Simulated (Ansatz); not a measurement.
# NHS₂ (singlet): wave-function methods side by side at distance N1–S2 = 1.305 Å, cc-pVDZ

How much of the correlation energy of NHS₂ (singlet) does each wave-function method recover here?

Method: cc-pVDZ, core rule «outside noble gas», up to 11 orbitals frozen; program: Ansatz 0.2.0, Gaussian basis.

The runs, in order: UHF; CCSD(T) on RHF; CCSD(T) on UHF; BCCD(T) on RHF; CISD; CCSDT(Q) on RHF; CASSCF and MRCISD+Q, 2 electrons in 2 orbitals; CASSCF and NEVPT2, 2 electrons in 2 orbitals.

33 further runs of the same task are left out: 10 for a known fault of the program, 1 for a mislabelled method, 19 that didn't finish, 3 set aside as unsound or not needed.

## Step 1: The system

The geometry derives from a PBE0/def2-TZVP stationary point (not a proven minimum). One bond is set to the value named and the two fragments are kept rigid.

4 atoms, charge 0, spin multiplicity 1.

Atoms are counted from 1 here; the program's logs count them from 0.

Bond lengths: N1–S2 1.305 Å, N1–S3 1.617 Å, N1–H4 1.020 Å. Angles: S2–N1–S3 132.2°, S2–N1–H4 113.9°, S3–N1–H4 113.9°.

In the tables R marks a restricted determinant and U an unrestricted one; 'pair' is the active space of 2 electrons in 2 orbitals; energies count from the table's Hartree-Fock row.

## Step 2: UHF

Contents of in.yaml:

```yaml
crystal:
  periodic: [false, false, false]
  atoms:
    - {symbol: N, position_ang: [0.000000, -0.466520, -0.115688]}
    - {symbol: S, position_ang: [0.000000, 0.062007, -1.308871]}
    - {symbol: S, position_ang: [0.000000, 0.188492, 1.363043]}
    - {symbol: H, position_ang: [0.000000, -1.486046, -0.115688]}
basis:
  gaussian: {orbitals: cc-pVDZ}
magnetization: {spin_polarized: true, initial_magnetization: 0}
hamiltonian: {xc: hf}
output: {orbitals: {seedname: orbitals}}
```

On the command line:

```console
$ ansatz run in.yaml --threads 1 --pin off --events-out ev --progress --plain --max-ram 2393MiB
```

The program printed:

```text
Functional definition: HF
  name "HF"
  cite "Fock, Z. Phys. 61, 126 (1930) doi:10.1007/BF01340294"
  parent pbe
  exchange = exact_x
  correlation = 0
565 factors; integrals over basis functions are off by at most 1.3e-3 eV
mean field evaluation 1: about -23125.1306 eV, gradient 1.4e1 eV
mean field evaluation 2: about -23125.1417 eV, gradient 1.4e1 eV
mean field evaluation 4: about -23126.3769 eV, gradient 2.0e0 eV
mean field evaluation 8: about -23126.4141 eV, gradient 3.0e-3 eV
mean field evaluation 16: about -23126.5498 eV, gradient 1.9e0 eV
mean field evaluation 32: about -23126.6188 eV, gradient 1.8e-1 eV
mean field evaluation 64: about -23126.4625 eV, gradient 4.6e-1 eV
mean field evaluation 96: about -23123.8395 eV, gradient 1.1e0 eV
mean field evaluation 128: about -23126.3990 eV, gradient 2.6e-1 eV
mean field -23126.63468423 eV, -849.8881488494 hartree, gradient 3.8e-5 eV, S^2 0.644723; 5 other end points of the search recorded, 0 dependent functions left out
reference -23126.63468423 eV, -849.8881488494 hartree; 20, 20 occupied and 35, 35 virtual orbitals, 565 factors
Total energy: -23126.63468423 eV, -849.8881488494 hartree
```

Run time: 2.3 s. Hardware: 1 thread of Arm Neoverse V2, shared host.

From the report: ⟨S²⟩ of the determinant 0.645 (pure singlet: 0.00). The determinant is far from a pure spin state, so its energy mixes those of several spin states (harmless only where they are near-degenerate, as at dissociation).

The unrestricted solution breaks the spin symmetry, so the restricted determinant is unstable here.

## Step 3: CCSD(T) on RHF

Changes to in.yaml since step 2:

```diff
@@ -9,4 +9,3 @@
   gaussian: {orbitals: cc-pVDZ}
-magnetization: {spin_polarized: true, initial_magnetization: 0}
-hamiltonian: {xc: hf}
-output: {orbitals: {seedname: orbitals}}
+magnetization: {spin_polarized: false}
+correlation: {method: ccsd_t, electrons: outside_noble_gas}
```

Same command.

The program printed, cut to the lines that bear on the results:

```text
Functional definition: HF
  name "HF"
  cite "Fock, Z. Phys. 61, 126 (1930) doi:10.1007/BF01340294"
  parent pbe
[...]
565 factors; integrals over basis functions are off by at most 1.3e-3 eV
[...]
mean field -23126.41414704 eV, -849.8800442572 hartree, gradient 6.8e-6 eV, S^2 0.000000; 0 other end points of the search recorded, 0 dependent functions left out; unrestricted orbitals would lower it
11 core orbitals not correlated: weight in the atoms' cores, before any rotation towards them, 1.000 or more for the frozen orbitals, at most 0.000 for the correlated occupied ones
reference -23126.41414704 eV, -849.8800442572 hartree; 9, 9 occupied and 35, 35 virtual orbitals, 565 factors
second order -11.46412993 eV of doubles, -0.00000000 eV of singles
cycle   1  -11.68670257 eV  change   -2.2e-1 eV  update   1.1e-1
[...]
cycle  11  -12.16648545 eV  change   -1.9e-5 eV  update   8.3e-6
perturbative correction -0.48658437 eV, -0.0178816459 hartree
Total energy: -23139.06721686 eV, -850.3450359965 hartree
```

It took 0.96 s on 1 thread of Arm Neoverse V2, shared host.

From the report: correlation -12.6531 eV; T1 0.029; largest double amplitude 0.14.

## Step 4: CCSD(T) on UHF

Changes to in.yaml since step 3:

```diff
@@ -9,3 +9,3 @@
   gaussian: {orbitals: cc-pVDZ}
-magnetization: {spin_polarized: false}
+magnetization: {spin_polarized: true, initial_magnetization: 0}
 correlation: {method: ccsd_t, electrons: outside_noble_gas}
```

Launched as before.

The program printed, cut to the lines that bear on the results:

```text
Functional definition: HF
  name "HF"
  cite "Fock, Z. Phys. 61, 126 (1930) doi:10.1007/BF01340294"
  parent pbe
[...]
565 factors; integrals over basis functions are off by at most 1.3e-3 eV
[...]
mean field -23126.63468423 eV, -849.8881488494 hartree, gradient 2.2e-6 eV, S^2 0.644713; 17 other end points of the search recorded, 0 dependent functions left out
determinant -23126.63468423 eV, -849.8881488494 hartree, with singles and doubles -23138.49597156 eV, -850.3240431191 hartree
determinant -23125.64196039 eV, -849.8516669211 hartree, with singles and doubles -23136.74483923 eV, -850.2596901927 hartree
determinant -23125.18268778 eV, -849.8347889641 hartree, with singles and doubles -23136.48103668 eV, -850.2499956278 hartree
determinant -23123.78923131 eV, -849.7835803835 hartree, with singles and doubles -23136.01801185 eV, -850.2329797791 hartree
determinant -23123.24357663 eV, -849.7635279438 hartree, with singles and doubles -23134.12628396 eV, -850.1634600617 hartree
determinant -23126.41414704 eV, -849.8800442572 hartree, with singles and doubles -23138.58095187 eV, -850.3271660879 hartree
11 core orbitals not correlated: weight in the atoms' cores, before any rotation towards them, 1.000 or more for the frozen orbitals, at most 0.000 for the correlated occupied ones
reference -23126.63468423 eV, -849.8881488494 hartree; 9, 9 occupied and 35, 35 virtual orbitals, 565 factors
second order -10.78121179 eV of doubles, -0.00000000 eV of singles
cycle   1  -11.86031046 eV  change    9.8e-4 eV  update   6.9e-3
[...]
cycle  11  -11.88434152 eV  change   -5.3e-6 eV  update   6.4e-6
perturbative correction -0.46063505 eV, -0.0169280258 hartree
Total energy: -23138.97966079 eV, -850.3418183705 hartree
```

It took 14 s on 1 thread of Arm Neoverse V2, shared host.

From the report: ⟨S²⟩ of the determinant 0.645 (pure singlet: 0.00); correlation -12.3450 eV; T1 0.065; largest double amplitude 0.16. The determinant is far from a pure spin state, so its energy mixes those of several spin states (harmless only where they are near-degenerate, as at dissociation).

## Step 5: BCCD(T) on RHF

Changes to in.yaml since step 4:

```diff
@@ -9,3 +9,3 @@
   gaussian: {orbitals: cc-pVDZ}
-magnetization: {spin_polarized: true, initial_magnetization: 0}
-correlation: {method: ccsd_t, electrons: outside_noble_gas}
+magnetization: {spin_polarized: false}
+correlation: {method: bccd_t, electrons: outside_noble_gas}
```

The command is unchanged.

The program printed, cut to the lines that bear on the results:

```text
Functional definition: HF
  name "HF"
  cite "Fock, Z. Phys. 61, 126 (1930) doi:10.1007/BF01340294"
  parent pbe
[...]
565 factors; integrals over basis functions are off by at most 1.3e-3 eV
[...]
mean field -23126.41414704 eV, -849.8800442572 hartree, gradient 6.8e-6 eV, S^2 0.000000; 0 other end points of the search recorded, 0 dependent functions left out; unrestricted orbitals would lower it
11 core orbitals not correlated: weight in the atoms' cores, before any rotation towards them, 1.000 or more for the frozen orbitals, at most 0.000 for the correlated occupied ones
reference -23126.41414704 eV, -849.8800442572 hartree; 9, 9 occupied and 35, 35 virtual orbitals, 565 factors
second order -11.46412993 eV of doubles, -0.00000000 eV of singles
cycle   1  -11.71254510 eV  change   -2.5e-1 eV  update   1.1e-1
[...]
cycle  12  -12.14073928 eV  change   -8.2e-6 eV  update   4.6e-6
perturbative correction -0.50982628 eV, -0.0187357702 hartree
Total energy: -23139.06471259 eV, -850.3449439665 hartree
```

It took 1.2 s on 1 thread of Arm Neoverse V2, shared host.

From the report: correlation -12.6506 eV; largest double amplitude 0.14.

## Step 6: CISD

Changes to in.yaml since step 5:

```diff
@@ -9,3 +9,2 @@
   gaussian: {orbitals: cc-pVDZ}
-magnetization: {spin_polarized: false}
-correlation: {method: bccd_t, electrons: outside_noble_gas}
+correlation: {active_space: {ras: {orbitals: [9, 0, 35], electrons: 18, max_holes: 2, max_particles: 2}, fixed_orbitals: true}}
```

Same command.

The program printed:

```text
Functional definition: HF
  name "HF"
  cite "Fock, Z. Phys. 61, 126 (1930) doi:10.1007/BF01340294"
  parent pbe
  exchange = exact_x
  correlation = 0
565 factors; integrals over basis functions are off by at most 1.3e-3 eV
mean field evaluation 1: about -23125.1306 eV, gradient 1.9e1 eV
mean field evaluation 2: about -23125.1417 eV, gradient 1.9e1 eV
mean field evaluation 4: about -23126.3769 eV, gradient 2.8e0 eV
mean field evaluation 8: about -23126.4137 eV, gradient 2.1e-1 eV
mean field -23126.41414704 eV, -849.8800442572 hartree, gradient 6.8e-6 eV, S^2 0.000000; 0 other end points of the search recorded, 0 dependent functions left out
reference -23126.41414704 eV, -849.8800442572 hartree; 20, 20 occupied and 35, 35 virtual orbitals, 565 factors
state -23137.07492569 eV, -850.2718206466 hartree
Total energy: -23137.07492569 eV, -850.2718206466 hartree
```

Wall time 2.5 s (1 thread of Arm Neoverse V2, shared host).

From the report: 74,062 determinants.

## Step 7: CCSDT(Q) on RHF

Changes to in.yaml since step 6:

```diff
@@ -9,2 +9,3 @@
   gaussian: {orbitals: cc-pVDZ}
-correlation: {active_space: {ras: {orbitals: [9, 0, 35], electrons: 18, max_holes: 2, max_particles: 2}, fixed_orbitals: true}}
+magnetization: {spin_polarized: false}
+correlation: {method: ccsdt_q, electrons: outside_noble_gas}
```

Launched as before.

The program printed, cut to the lines that bear on the results:

```text
Functional definition: HF
  name "HF"
  cite "Fock, Z. Phys. 61, 126 (1930) doi:10.1007/BF01340294"
  parent pbe
[...]
1085 factors; integrals over basis functions are off by at most 1.5e-7 eV
[...]
mean field -23126.41427258 eV, -849.8800488708 hartree, gradient 6.8e-6 eV, S^2 0.000000; 0 other end points of the search recorded, 0 dependent functions left out; unrestricted orbitals would lower it
11 core orbitals not correlated: weight in the atoms' cores, before any rotation towards them, 1.000 or more for the frozen orbitals, at most 0.000 for the correlated occupied ones
reference -23126.41427258 eV, -849.8800488708 hartree; 9, 9 occupied and 35, 35 virtual orbitals, 1085 factors
second order -11.46419569 eV of doubles, -0.00000000 eV of singles
cycle   1  -11.68674482 eV  change   -2.2e-1 eV  update   1.3e-1
[...]
cycle  17  -12.67577564 eV  change    3.6e-8 eV  update   1.1e-6
perturbative correction -0.05622380 eV, -0.0020661866 hartree
Total energy: -23139.14627202 eV, -850.3479412201 hartree
```

It took 27 s on 1 thread of Arm Neoverse V2, shared host; peak memory 0.43 GiB.

From the report: correlation -12.7320 eV; T1 0.033; largest double amplitude 0.20.

## Step 8: CASSCF and MRCISD+Q, 2 electrons in 2 orbitals

Changes to in.yaml since step 7:

```diff
@@ -9,3 +9,2 @@
   gaussian: {orbitals: cc-pVDZ}
-magnetization: {spin_polarized: false}
-correlation: {method: ccsdt_q, electrons: outside_noble_gas}
+correlation: {method: fic_mrcisd_q, electrons: outside_noble_gas, active_space: {window: {electrons: 2, orbitals: 2}}}
```

The command is unchanged.

The program printed, cut to the lines that bear on the results:

```text
Functional definition: HF
  name "HF"
  cite "Fock, Z. Phys. 61, 126 (1930) doi:10.1007/BF01340294"
  parent pbe
[...]
565 factors; integrals over basis functions are off by at most 1.3e-3 eV
[...]
mean field -23126.41414704 eV, -849.8800442572 hartree, gradient 6.8e-6 eV, S^2 0.000000; 0 other end points of the search recorded, 0 dependent functions left out; unrestricted orbitals would lower it
reference -23126.41414704 eV, -849.8800442572 hartree; 20, 20 occupied and 35, 35 virtual orbitals, 565 factors
state -23127.06203857 eV, -849.9038538316 hartree
contracted CI cycle   1: correlation 0.00000000 eV, 0.0000000000 hartree, residual 3.02e1 eV
contracted CI cycle   2: correlation -10.04619812 eV, -0.3691909713 hartree, residual 4.53e0 eV
contracted CI cycle   3: correlation -10.31573233 eV, -0.3790961710 hartree, residual 9.54e-1 eV
contracted CI cycle   4: correlation -10.32903682 eV, -0.3795851017 hartree, residual 2.32e-1 eV
contracted CI cycle   5: correlation -10.32989426 eV, -0.3796166122 hartree, residual 6.84e-2 eV
contracted CI cycle   6: correlation -10.32997139 eV, -0.3796194465 hartree, residual 2.06e-2 eV
contracted CI cycle   7: correlation -10.32997874 eV, -0.3796197167 hartree, residual 5.50e-3 eV
contracted CI cycle   8: correlation -10.32997924 eV, -0.3796197350 hartree, residual 1.56e-3 eV
state -23127.06203857 eV, -849.9038538316 hartree; corrected -23138.80827495 eV, -850.3355200568 hartree
Total energy: -23138.80827495 eV, -850.3355200568 hartree
```

Run time: 1.6 s. Hardware: 1 thread of Arm Neoverse V2, shared host.

From the report: 4 determinants; active occupations 1.85, 0.15.

## Step 9: CASSCF and NEVPT2, 2 electrons in 2 orbitals

Changes to in.yaml since step 8:

```diff
@@ -9,2 +9,2 @@
   gaussian: {orbitals: cc-pVDZ}
-correlation: {method: fic_mrcisd_q, electrons: outside_noble_gas, active_space: {window: {electrons: 2, orbitals: 2}}}
+correlation: {method: sc_nevpt2, electrons: outside_noble_gas, active_space: {window: {electrons: 2, orbitals: 2}}}
```

Launched as before.

The program printed:

```text
Functional definition: HF
  name "HF"
  cite "Fock, Z. Phys. 61, 126 (1930) doi:10.1007/BF01340294"
  parent pbe
  exchange = exact_x
  correlation = 0
565 factors; integrals over basis functions are off by at most 1.3e-3 eV
mean field evaluation 1: about -23125.1306 eV, gradient 1.9e1 eV
mean field evaluation 2: about -23125.1417 eV, gradient 1.9e1 eV
mean field evaluation 4: about -23126.3769 eV, gradient 2.8e0 eV
mean field evaluation 8: about -23126.4137 eV, gradient 2.1e-1 eV
mean field -23126.41414704 eV, -849.8800442572 hartree, gradient 6.8e-6 eV, S^2 0.000000; 0 other end points of the search recorded, 0 dependent functions left out; unrestricted orbitals would lower it
reference -23126.41414704 eV, -849.8800442572 hartree; 20, 20 occupied and 35, 35 virtual orbitals, 565 factors
state -23127.06203857 eV, -849.9038538316 hartree
state -23127.06203857 eV, -849.9038538316 hartree; corrected -23138.04728002 eV, -850.3075540089 hartree
Total energy: -23138.04728002 eV, -850.3075540089 hartree
```

Run time: 1.3 s. Hardware: 1 thread of Arm Neoverse V2, shared host.

From the report: 4 determinants; active occupations 1.85, 0.15.

## Step 10: All levels against the top one

No level here is safe as a reference; RCCSDT(Q) serves as a yardstick only. Rows without a time come out of other runs: HF, MP2 and CCSD of CCSD(T), CCSDT of CCSDT(Q), CASSCF and MRCISD of the multireference runs.

```
       method  energy from the lowest RHF (kcal/mol)  from RCCSDT(Q) (kcal/mol)    time
          RHF                                   0.00                    +293.61        
          UHF                                  -5.09                    +288.52        
         RMP2                                -264.37                     +29.24        
         UMP2                                -253.71                     +39.90        
         CISD                                -245.84                     +47.77   2.5 s
        RCCSD                                -280.57                     +13.04        
        UCCSD                                -279.15                     +14.46        
     RCCSD(T)                                -291.79                      +1.82  0.96 s
     UCCSD(T)                                -289.77                      +3.84    14 s
      BCCD(T)                                -291.73                      +1.88   1.2 s
       RCCSDT                                -292.31                      +1.30        
    RCCSDT(Q)                                -293.61                          0    27 s
  CASSCF pair                                 -14.94                    +278.67        
  NEVPT2 pair                                -268.27                     +25.34   1.3 s
  MRCISD pair                                -253.16                     +40.45        
MRCISD+Q pair                                -285.82                      +7.79   1.6 s
```

Among the levels timed on like hardware and quicker than the yardstick, those that no quicker one beats, quickest first: RCCSD(T) (0.96 s, +1.82 kcal/mol).

## Step 11: What came out

```
                      quantity            value
RCCSDT(Q) below the RHF energy      -12.7321 eV
           RMP2 from RCCSDT(Q)  +29.24 kcal/mol
           UMP2 from RCCSDT(Q)  +39.90 kcal/mol
          RCCSD from RCCSDT(Q)  +13.04 kcal/mol
       RCCSD(T) from RCCSDT(Q)   +1.82 kcal/mol
       UCCSD(T) from RCCSDT(Q)   +3.84 kcal/mol
    NEVPT2 pair from RCCSDT(Q)  +25.34 kcal/mol
  MRCISD+Q pair from RCCSDT(Q)   +7.79 kcal/mol
                 T1 diagnostic            0.029
```

**Reading.** RCCSD(T) misses by +1.82 kcal/mol, 0.6 % of the correlation energy. CCSD(T) misses by +1.82 kcal/mol on the restricted determinant and by +3.84 kcal/mol on the unrestricted one; the two need not hold the same state or core. Warnings: restricted reference is unstable; spin contamination; large T1 diagnostic.
